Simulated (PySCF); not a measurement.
**Reproducing measurements on thioformaldehyde**

**The experiment to reproduce.**

From NIST CCCBDB Release 22 (SRD 101), experimental dipoles, for the gas: dipole moment 1.647 ± 0.0014 D.

The runs below try to reproduce these values; the comparison stands at the end.

Thioformaldehyde, CH₂S.
SMILES with atom numbers: `[CH2:1]=[S:2]` (hydrogens: H3, H4 on C1)

Geometry (B3LYP/def2-TZVP, Å), atoms numbered from 1 in this order:
```
atom  x, y, z in Å
C1    -0.1110   -0.0013   -0.0009
S2     1.4879   -0.0581    0.1323
H3    -0.6219    0.8130   -0.5124
H4    -0.7579   -0.7733    0.4130
```

Runs made with PySCF (gas phase, on this B3LYP/def2-TZVP geometry; no spin–orbit coupling):

```
                        level                                          job  basis functions  wall time
B3LYP/def2-TZVP, grid level 1  geometry optimisation from a GFN2-xTB start               80      2.1 s
```

Hardware: an Arm Neoverse V2 with one thread (shared host).

**Comparison with experiment**

**Dipole moment.** Measured: 1.647 D (NIST CCCBDB Release 22 (SRD 101), experimental dipoles).

| level | computed (D) | computed − measured (D) | % (from the printed values) |
| --- | --- | --- | --- |
| B3LYP/def2-TZVP | 1.703 | +0.056 | +3 |

The computed dipoles belong to one fixed geometry; measured ones are averaged over vibrations unless marked μe. Magnitudes are compared, not signs.

No measured geometry was used, and the causes of the misses weren't examined.
